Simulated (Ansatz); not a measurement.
Fluorite CaF₂, relaxed in Ansatz (plane waves) with several semilocal functionals. Each gives its own volume and its own elastic constant C11:

```csv
level,V0 (Å³/atom),elastic constant C11 (GPa),ln V0,ln C11
LDA,12.589,186.0,2.5328,5.2257
PBEsol,13.272,166.1,2.5857,5.1126
PBE,13.949,153.7,2.6354,5.0350
```

### Question
Fit a straight line to ln C11 against ln V0. What does it predict for r²SCAN, whose volume is 13.405 Å³/atom?

### Answer
With x = ln V0 and y = ln C11: means 2.58463 and 5.12443; Σ(Δx Δy) = -0.009802, Σ(Δx²) = 0.005265, so the slope is -1.86. At x = 2.5956 the line gives y = 5.12443 + (-1.86) × (2.5956 − 2.58463) = 5.1040, or 164.7 GPa. The run with r²SCAN gives 171.7 GPa, +4.3 % from the line. The rows used scatter about it by up to 1.0 %, while the largest value lies 21 % above the smallest.

Measured: 164 GPa (measured, temperature not stated, not corrected to a static lattice; as tabulated in Råsander and Moram (2015), arXiv:1505.02379).

Ansatz's density-functional and Hartree–Fock values are scalar-relativistic unless marked +SOC, with PAW data made under PBE.

Ansatz is a quantum-chemistry and plane-wave program.
